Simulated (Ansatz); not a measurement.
**BN (singlet): RKS PBE0, RPA-PBE over a scan of the distance B1–N2, 6-31G**

How well do these functionals follow the top wave-function level for BN (singlet) over a scan of the distance B1–N2?

The runs use Ansatz 0.2.0, Gaussian basis; 6-31G, all electrons in the functionals, frozen cores in the correlation of double hybrids and RPA.

The runs, in order: RKS PBE0, RPA-PBE, at 1.028 Å; 1.158 Å; 1.262 Å; 1.407 Å; 1.516 Å; 1.755 Å; 2.001 Å; 2.342 Å; 2.833 Å; 3.407 Å; 4.376 Å.

23 further runs of the same task are left out: 2 for a known fault of the program, 16 that didn't finish, 5 set aside as unsound or not needed.

## 1. The system

The geometry derives from a PBE0/def2-TZVP stationary point (not a proven minimum). One bond is set to the value named and the two fragments are kept rigid.

2 atoms, charge 0, spin multiplicity 1.

Atoms are counted from 1 here; the program's logs count them from 0.

Bond lengths: B1–N2 1.262 Å.

No dispersion term is added.

The geometry shown and the zero of energy belong to the point 1.262 Å. The yardstick, FCI, and other wave-function levels (R restricted, U unrestricted, valence and pair active spaces) come from earlier runs.

## 2. RKS PBE0, 1.028 Å

in.yaml

```yaml
crystal:
  periodic: [false, false, false]
  atoms:
    - {symbol: B, position_ang: [0.000000, 0.000000, 0.000000]}
    - {symbol: N, position_ang: [0.000000, 0.000000, 1.028000]}
basis:
  gaussian: {orbitals: 6-31G}
hamiltonian: {xc: {name: PBE0}}
```

Command:

```sh
$ ansatz run in.yaml --threads 1 --pin off --events-out ev --progress --plain --max-ram 2393MiB
```

After this run come: RKS PBE0, 1.158 Å; RKS PBE0, 1.262 Å; RKS PBE0, 1.407 Å; RKS PBE0, 1.516 Å; RKS PBE0, 1.755 Å; RKS PBE0, 2.001 Å; RKS PBE0, 2.342 Å; RKS PBE0, 2.833 Å; RKS PBE0, 3.407 Å; RKS PBE0, 4.376 Å; RPA-PBE, 1.028 Å; RPA-PBE, 1.158 Å; RPA-PBE, 1.262 Å; RPA-PBE, 1.407 Å; RPA-PBE, 1.516 Å; RPA-PBE, 1.755 Å; RPA-PBE, 2.001 Å; RPA-PBE, 2.342 Å; RPA-PBE, 2.833 Å; RPA-PBE, 3.407 Å; RPA-PBE, 4.376 Å.

**Question.** What will the summary of the whole plan be? Wanted: span of the FCI curve; largest miss, RKS PBE0; largest miss, RPA-PBE.

As calculated:

| quantity | value |
| --- | --- |
| span of the FCI curve | 144.7 kcal/mol |
| largest miss, RKS PBE0 | +44.0 kcal/mol (4.376 Å) |
| largest miss, RPA-PBE | -9.9 kcal/mol (1.516 Å) |

What this shows: RKS PBE0 strays by up to 44.0 kcal/mol, at 4.376 Å. Functionals and the yardstick converge differently with the basis, so part of each miss in 6-31G is the basis.
